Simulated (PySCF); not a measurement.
Polarisability as a sum over states

Compound: thietane 1-oxide, C₃H₆OS.
Z-matrix (Å and degrees, GFN2-xTB geometry), rows numbered from 1:
```
O 
S   1  1.4588
C   2  1.8689  1  109.66
C   3  1.5254  2   91.25  1   123.67
C   4  1.5252  3   96.08  2   -21.25
H   3  1.0863  2  108.47  1     8.34
H   3  1.0858  2  114.73  1  -115.72
H   4  1.0906  3  114.99  2  -142.42
H   4  1.0898  3  110.99  2    94.04
H   5  1.0862  2  108.56  1    -8.28
H   5  1.0857  2  114.69  1   115.86
```

Theory: TDDFT wB97X-D/def2-SVPD, vertical, gas phase, core orbitals frozen in the response in PySCF.

Computed singlets:

| state | E (eV) | f |
| --- | --- | --- |
| S1 | 5.42 | 0.025 |
| S2 | 5.73 | 0.0038 |
| S3 | 6.53 | 0.031 |
| S4 | 6.76 | 0.0000 |
| S5 | 6.97 | 0.048 |
| S6 | 7.21 | 0.052 |
| S7 | 7.43 | 0.064 |
| S8 | 7.63 | 0.0012 |

Question: Build the mean polarisability up from these states and compare it with the full response value.

Answer: Each state adds f / ΔE² (ΔE in hartree, 27.2114 eV).

```csv
state,f/ΔE² (au),running sum (au),running share of α (%)
S1,0.63,0.63,1.1
S2,0.09,0.72,1.2
S3,0.53,1.25,2.2
S4,0.00,1.25,2.2
S5,0.73,1.98,3.4
S6,0.74,2.72,4.7
S7,0.86,3.58,6.2
S8,0.02,3.60,6.2
```

The full response gives 57.89 au (8.58 Å³), so 54.3 au comes from the higher roots of the same equations.

Question: By how much does the contribution of these states grow at 589.3 nm?

Answer: With ω = 0.0773 hartree each state's term in the mean polarisability goes from f / ΔE² to f / (ΔE² − ω²); the sum over all 8 states goes from 3.60 to 4.00 au, a rise of 0.41 au.

The largest single term belongs to S7, which also has the largest f.

A one-level model with all 30 active electrons at a single energy would need ΔE = √(N/α) = 19.6 eV to give this α, against S1 at 5.42 eV.

One conformer stands for the species.
